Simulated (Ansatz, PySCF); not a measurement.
System: dimethylsulfoxide, C2H6OS (charge 0, singlet). 
Coordinates optimised at B3LYP-D3(BJ)/def2-TZVP (Ansatz, a quantum-chemistry and plane-wave program):
SMILES: CS(C)=O
```xyz
10

S      0.0001     0.2316    -0.4434
O     -0.0091     1.4791     0.3687
C      1.3569    -0.7945     0.1950
C     -1.3493    -0.8091     0.1868
H      1.2528    -0.8869     1.2761
H     -2.2783    -0.2983    -0.0600
H      1.3433    -1.7716    -0.2883
H      2.2817    -0.2736    -0.0462
H     -1.3222    -1.7861    -0.2964
H     -1.2508    -0.9004     1.2685
```
Charge 0, spin multiplicity 1.

Total electronic energies in hartree. Correlated levels leave the core frozen unless marked. No spin-orbit coupling. No relativistic terms. Basis-set limits of correlation are two-point, X^-3; Hartree-Fock from the larger set. The bracket is a focal-point correction in the basis named.

| level | program | energy (Eh) |
|---|---|---|
| HF-D4/def2-TZVPD | PySCF + dftd4 | -551.68342 |
| RI-HF/cc-pV(T+d)Z | Ansatz | -551.65784 |
| revPBE-D3(BJ)/def2-TZVPD | Ansatz + dftd3 | -553.19211 |
| B3LYP/def2-TZVPD | Ansatz | -553.31132 |
| PBE0-D3(BJ)/def2-TZVPD | Ansatz + dftd3 | -552.97752 |
| TPSSh-D4/def2-TZVPD | PySCF + dftd4 | -553.32377 |
| B2PLYP-D3(BJ)/def2-TZVPD | Ansatz + dftd3 | -553.03705 |
| RI-MP2/CBS(cc-pV(T+d)Z,cc-pV(Q+d)Z) | Ansatz | -552.5572 |
| RI-MP2/CBS(cc-pV(T+d)Z,cc-pV(Q+d)Z)+[CCSD(T)-MP2]/cc-pV(T+d)Z | Ansatz | -552.6272 |

Totals of different functionals don't rank their quality; only differences between species are comparable.
